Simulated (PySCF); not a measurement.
Property card for `C=C=CC=C`

C5H6.
SMILES with atom numbers: `[CH2:1]=[C:2]=[CH:3][CH:4]=[CH2:5]` (hydrogens: H6, H7 on C1; H8 on C3; H9 on C4; H10, H11 on C5)

Among its groups: allene or cumulene and C=C double bond.

**GFN2-xTB geometry**

```
Point group of the GFN2-xTB geometry                  : Cs
Rotational constants A, B, C of the GFN2-xTB geometry : 35.073, 2.356, 2.241 GHz
```

**B3LYP/def2-SVPD ground state and vertical TDDFT (core frozen in the response) (PySCF)**

```
Dipole moment                                                     : 0.24 D
HOMO energy                                                       : -6.51 eV
LUMO energy                                                       : -0.90 eV
HOMO–LUMO gap                                                     : 5.61 eV
Lowest singlet excitation                                         : 5.22 eV (238 nm, f = 0.000)
Strongest line among the 8 lowest singlet transitions             : S3 at 5.79 eV (214 nm, f = 0.778)
Lowest triplet excitation (Tamm–Dancoff)                          : 3.38 eV
Static isotropic polarisability                                   : 70.0 au
Electronic spatial extent ⟨r²⟩ about the centre of nuclear charge : 552 bohr²
```

Monoisotopic mass (most abundant isotopes): 66.0470 u.

S1 lies 0.39 eV below the HOMO–LUMO gap; its leading configuration is HOMO→LUMO+1, weight 0.91. The polarisability is 10.37 Å³ as a volume (1 au = 0.148185 Å³), or 1.94 au for each of the 36 electrons. A dipole of 0.24 D is allowed in Cs, and pure rotational transitions are dipole-allowed. The dipole equals about 0.8 × 10⁻³⁰ C·m (1 D = 3.33564 × 10⁻³⁰ C·m). In wavenumbers S1 is 42100 cm⁻¹ (1 eV = 8065.54 cm⁻¹). With B = h/(8π²I), that is 505.379 GHz u Å² over I, the principal moments of inertia are 14.4, 214.5 and 225.5 u Å² (most abundant isotopes); the inertial defect Ic − Ia − Ib is -3.4 u Å² (zero for a rigid planar frame, negative otherwise). The largest Löwdin shares of the HOMO are 0.26 on C5, 0.22 on C2, 0.19 on C3 and 0.17 on C4. The principal polarisabilities are 41.6, 48.8 and 119.6 au; their mean is the isotropic value.

Geometry: GFN2-xTB, one conformer, isolated molecule.

Shape of the structure used: `[CH2:1]=[C:2]=[CH:3][CH:4]=[CH2:5]`: C2–C3–C4–C5 180°.
